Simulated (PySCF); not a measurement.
How the method moves the adiabatic energies of losing or gaining an electron of methyl radical

Structure: `[CH3]` (CH3•). The parent is a doublet.

All levels share the PBE0-D3(BJ)/ma-def2-SVP structures and the PBE0-D3(BJ)/ma-def2-SVP thermal terms; only the single-point energies (PySCF) change. Values are adiabatic energies of losing or gaining an electron (0 K, eV).

| level | ionisation energy to the singlet cation | abs. error | time |
| --- | --- | --- | --- |
| HF/aug-cc-pVTZ | 9.03 | 0.81 | 3.4 s |
| MP2/aug-cc-pVTZ | 9.77 | 0.07 | 22 s |
| CCSD(T)/aug-cc-pVTZ | 9.78 | 0.06 | 8 min |
| PBE0-D3(BJ)/ma-def2-TZVP | 9.99 | 0.15 | – |
| ATcT 1.112 | 9.84 |  |  |

Times are wall times for all single points of a level on 1 thread of Arm Neoverse V2, a shared host; the dash marks the run that also made the structures.

Hartree-Fock leaves out electron correlation, so its ionisation energies and electron affinities from energy differences come out too low, often by 1 eV or more.

At MP2/aug-cc-pVTZ, HF/aug-cc-pVTZ a relaxed species lies above the same state at the other structure, so the structures fit those levels poorly.

The spread: 0.96 eV, from 9.03 to 9.99.
